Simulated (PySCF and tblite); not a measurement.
The numbers below are computed, except where a source is named.
**Barrier and rate of a pyramidal inversion**

System: C4H7N, numbered as in [CH2:1]=[CH:2][N:3]1[CH2:4][CH2:5]1.

Motion: pyramidal inversion at N3. Level: PBE0/pcSseg-1 + D3(BJ), IEF-PCM dichloromethane on B3LYP-D3(BJ)/def2-SVP stationary points, with GFN2-xTB thermal terms. Rate constants are transition-state-theory values, counting equivalent paths, without tunnelling. Programs: tblite and PySCF.

```json
{"point": "start", "symmetry": "C1", "E(GFN2) kcal/mol": "0.0", "E(DFT) kcal/mol": "0.0", "ZPE change kcal/mol": "0.00", "lowest mode cm⁻¹": "138", "dipole D": "1.78"}
{"point": "saddle", "symmetry": "Cs", "E(GFN2) kcal/mol": "6.1", "E(DFT) kcal/mol": "9.1", "ZPE change kcal/mol": "-0.63", "lowest mode cm⁻¹": "269i", "dipole D": "2.39"}
{"point": "end", "symmetry": "C1", "E(GFN2) kcal/mol": "0.0", "E(DFT) kcal/mol": "0.0", "ZPE change kcal/mol": "0.00", "lowest mode cm⁻¹": "139", "dipole D": "1.78"}
```

| Property | Result |
| --- | --- |
| Electronic barrier | 9.1 kcal/mol |
| Barrier with zero-point energy | 8.5 kcal/mol |
| ΔH‡ (298 K) | 8.2 kcal/mol |
| ΔS‡ (298 K, symmetry apart) | -1.3 cal/(mol K) |
| Paths | 1 equivalent path |
| End point | the same structure with atoms interchanged, or its mirror image |
| Mean lifetime of the start against this motion at 298 K | 350 ns |
| Cost | 85 s on 1 thread of Intel Xeon Platinum 8488C (shared host) (rough), peak memory 0.57 GiB, launched as `OMP_NUM_THREADS=1 python ens_run.py task.json out` |

| T/K | ΔG‡ kcal/mol | k s⁻¹ |
| --- | --- | --- |
| 200 | 8.6 | 1890 |
| 250 | 8.6 | 1.6×10⁵ |
| 298 | 8.7 | 2.8×10⁶ |
| 350 | 8.7 | 2.6×10⁷ |
| 400 | 8.8 | 1.3×10⁸ |

ΔG and ΔG‡ leave out symmetry numbers and mirror images; rates count paths: 1 out.
